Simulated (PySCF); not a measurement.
Structure with atom numbers: `[CH:1]1=[CH:2][CH2:3][CH:4]=[CH:5][CH2:6]1` (H(Xn): hydrogen on atom n).

- NMR shieldings at B97-2/pcSseg-2/GIAO
- coordinates at the PBE0-D3(BJ)/def2-TZVP level
- code: PySCF 2.14.0 with density-fitted response routines
- no solvent model, non-relativistic, fast rotation and ring inversion assumed for equivalent nuclei, a single conformation

List the cross peaks expected in HSQC, COSY and HMBC spectra.

Results:



HSQC (one-bond C–H):
```csv
δH,δC
6.00 (H(C1)/H(C2)/H(C4)/H(C5)),133.9 (C1/C2/C4/C5)
2.89 (H(C3)/H(C6)),31.2 (C3/C6)
```

COSY cross peaks (H two or three bonds apart, from the bond graph; peaks can be absent where the dihedral angle is near 90°):
```csv
δH,δH
6.00 (H(C1)/H(C2)/H(C4)/H(C5)),2.89 (H(C3)/H(C6))
```

HMBC (two and three bonds, from the bond graph):
```csv
δH,δC
6.00 (H(C1)/H(C2)/H(C4)/H(C5)),"133.9 (C1/C2/C4/C5), 31.2 (C3/C6)"
2.89 (H(C3)/H(C6)),133.9 (C1/C2/C4/C5)
```

Shifts are taken against calculated references (same method and geometry level): $^{1}$H, $^{13}$C vs TMS.

Shifts are as computed. Against solution values, carbons near 30 ppm lie about +3 ppm off and those near 130 ppm about +7 ppm. Of 1211 compounds with measured shifts, 218 miss one by over three times the rms of a fit or turn the order of signals round; such compounds aren't used in these exercises.
